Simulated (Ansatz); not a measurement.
# H2S (singlet): from Hartree-Fock to the top rungs at angle H2–S1–H3 = 107.8°, cc-pVDZ

The task here is to estimate one member of a computed series from the others.

Method: cc-pVDZ, core rule «outside noble gas», up to 5 orbitals frozen; program: Ansatz 0.2.0, Gaussian basis.

To be run: UHF; CCSD(T) on RHF; BCCD(T) on RHF; CISD; CCSDT(Q) on RHF; CCSDTQ on RHF; CASSCF and MRCISD+Q, 2 electrons in 2 orbitals; CASSCF and NEVPT2, 2 electrons in 2 orbitals; CASSCF and MRCISD+Q, 8 electrons in 6 orbitals; CASSCF and NEVPT2, 8 electrons in 6 orbitals; Full CI.

14 further runs of the same task are left out: 11 that didn't finish, 3 set aside as unsound or not needed. Runs told in other sessions of the task aren't counted.

### The geometry

The geometry derives from a PBE0/def2-TZVP stationary point (not a proven minimum). One angle is set to the value named; bond lengths are kept.

3 atoms, charge 0, spin multiplicity 1.

Atoms are counted from 1 here; the program's logs count them from 0.

Bond lengths: S1–H2 1.341 Å, S1–H3 1.341 Å. Angles: H2–S1–H3 107.8°.

Set-up of the first run:

in.yaml

```yaml
crystal:
  periodic: [false, false, false]
  atoms:
    - {symbol: S, position_ang: [0.000000, -0.046742, 0.000000]}
    - {symbol: H, position_ang: [0.000000, 0.743487, -1.083670]}
    - {symbol: H, position_ang: [0.000000, 0.743483, 1.083673]}
basis:
  gaussian: {orbitals: cc-pVDZ}
magnetization: {spin_polarized: true, initial_magnetization: 0}
hamiltonian: {xc: hf}
output: {orbitals: {seedname: orbitals}}
```

Run with:

```sh
> ansatz run in.yaml --threads 1 --pin off --events-out ev --progress --plain --max-ram 2393MiB
```

Among the steps run: UHF; CCSD(T) on RHF; BCCD(T) on RHF; CISD; CCSDT(Q) on RHF; CCSDTQ on RHF; CASSCF and MRCISD+Q, 2 electrons in 2 orbitals; CASSCF and NEVPT2, 2 electrons in 2 orbitals; CASSCF and MRCISD+Q, 8 electrons in 6 orbitals; CASSCF and NEVPT2, 8 electrons in 6 orbitals; Full CI.

One of the session's tables, all rows but one given; the rest of the session is left out.

```
          method  from FCI (kJ/mol)
             RHF             +447.6
            RMP2              +69.6
            CISD              +30.2
           RCCSD              +10.4
        RCCSD(T)               +1.8
         BCCD(T)               +1.8
          RCCSDT               +0.7
       RCCSDT(Q)               +0.1
         RCCSDTQ                0.0
     CASSCF pair                  ?
     NEVPT2 pair              +70.9
     MRCISD pair              +24.7
   MRCISD+Q pair               -1.2
  CASSCF valence             +355.7
  NEVPT2 valence              +77.9
  MRCISD valence              +18.3
MRCISD+Q valence               -0.7
             FCI                  0
```

Estimate the missing values for CASSCF pair.

The run gave: from FCI (kJ/mol): +407.3. In the column «from FCI (kJ/mol)» it lies between CASSCF valence (+355.7) and RHF (+447.6).

Limits of these values: MRCISD+Q pair, MRCISD+Q valence fall below full CI: the +Q correction isn't variational, and the cores differ from full CI's.
